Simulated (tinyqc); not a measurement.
Inside a calculation. Method: coupled-perturbed Hartree-Fock on RHF in the sto-3g basis, for BH3, spin multiplicity 1. One step of it, computed by the program tinyqc.

Question. Response to a field: uncoupled start. Field along z; U_ai = -mu_ai / (e_a - e_i), alpha = -4 sum U_ai mu_ai.

orbital energies (hartree): [-7.430374, -0.614306, -0.417311, -0.417308, 0.243809, 0.514631, 0.620610, 0.620619]

dipole integrals <a|z|i> (bohr), order a5, a6, a7, a8:
```
[[0.120562, 0.813724, 0.000000, 0.000036],
 [-0.001929, -0.002801, 0.000000, 0.000003],
 [0.000000, 0.000000, 0.000000, 0.011058],
 [0.000000, 0.000000, 0.011058, 0.000000]]
```

Give: uncoupled U; uncoupled polarisability.

Answer.

uncoupled U, order a5, a6, a7, a8:
```
[[-0.0157, -0.9483, 0.0000, -0.0001],
 [0.0002, 0.0025, 0.0000, 0.0000],
 [0.0000, 0.0000, 0.0000, -0.0107],
 [0.0000, 0.0000, -0.0107, 0.0000]]
```

uncoupled polarisability = 3.0951 bohr^3
